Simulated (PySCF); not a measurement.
A species of formula CH5FSi has this rotational fingerprint, computed with PBE0-D3(BJ)/def2-SVP geometry optimisation, gas phase (PySCF 2.14.0):

- Rotational constants: A = 19525, B = 6600, C = 5420 MHz
- Dipole components: |μa| = 1.79 D, |μb| = 0.40 D, |μc| = 0.00 D
- Inertial defect: -9.20 u·Å²
- κ: -0.83

**Question.** Which structure is it? (One computed conformer of each.)
A. H3SiCH2F, `FC[SiH3]`
B. SiH2MeF, `[H][Si]([H])(C)F`

**Answer.** B. It is [H][Si]([H])(C)F, an asymmetric top. The candidates at the same level (rigid rotor, commonest isotopes):

| SMILES | A (MHz) | B (MHz) | C (MHz) | μa (D) | μb (D) | μc (D) | Δ (u·Å²) | point group | rotor |
| --- | --- | --- | --- | --- | --- | --- | --- | --- | --- |
| FC[SiH3] | 27300 | 5036 | 4607 | 0.81 | 1.31 | 0.00 | -9.16 | Cs | near-prolate asymmetric top |
| [H][Si]([H])(C)F | 19525 | 6600 | 5420 | 1.79 | 0.40 | 0.00 | -9.20 | – | asymmetric top |

`FC[SiH3]` has A 40 % too high. No structure here is proved a minimum.
